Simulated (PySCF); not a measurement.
Core binding energy against partial charge

C5H6.
Cartesian coordinates in Å at the PBE0-D3(BJ)/def2-SVP level; atoms count from 1:
```
atom  x, y, z in Å
C1     3.0288    0.2434    0.4771
C2     1.8293    0.0797    0.5750
C3     0.4276   -0.1189    0.7119
C4    -0.4603    0.0823   -0.2775
C5    -1.9286   -0.1214   -0.1494
H6     4.0892    0.3890    0.3884
H7     0.0736   -0.4575    1.6941
H8    -0.0840    0.4206   -1.2501
H9    -2.2089   -0.4616    0.8581
H10   -2.4767    0.8115   -0.3643
H11   -2.2889   -0.8665   -0.8787
```

Binding energies: PySCF, delta-SCF UKS SCAN, pcX-2 on the ionised atom, pcseg-1 elsewhere, spin-free X2C. Charges: PBE0/pcSseg-1 ground-state density, for the ionised atom.

```csv
atom,environment,C 1s (eV),Mulliken (e),IAO (e),Hirshfeld (e),ESP (e)
C1,terminal alkyne carbon,289.92,-0.352,-0.244,-0.120,-0.468
C4,alkene CH carbon,290.46,-0.190,-0.099,-0.017,+0.048
C2,alkyne carbon,290.59,+0.269,-0.025,-0.050,+0.096
C3,alkene CH carbon,290.96,-0.204,-0.178,-0.049,-0.315
C5,allylic carbon,291.00,-0.236,-0.416,-0.109,-0.383
```

Question: How well does each charge scheme correlate with the binding energies over these sites?

Answer: Hirshfeld: r = 0.24, slope 2.4 eV per e; Mulliken: r = 0.21, slope 0.4 eV per e; ESP: r = 0.07, slope 0.1 eV per e; IAO: r = -0.24, slope -0.7 eV per e. On 5 points no scheme stands out.

Question: The point-charge model writes a binding energy as kq + V + constant, with V the potential of the other atoms' charges at the site. What does it give with the Mulliken charges?

Answer: V = Σ 14.40 eV Å × q/r over all other atoms: +3.64 eV at C1, +1.02 eV at C4, -4.98 eV at C2, +2.12 eV at C3, +3.75 eV at C5. Fitting binding energy − V to q gives k = 15.0 eV per e and leaves an rms residual of 0.50 eV, against 0.38 eV for the fit on q alone. The model has no term for differences in relaxation between sites.

Spin contamination (⟨S²⟩ against 0.75 for a pure doublet) is marked for C 1s of C4 (0.85) and C 1s of C2 (0.90), which makes these values less certain. Isolated species at its PBE0-D3(BJ)/def2-SVP geometry, gas phase.
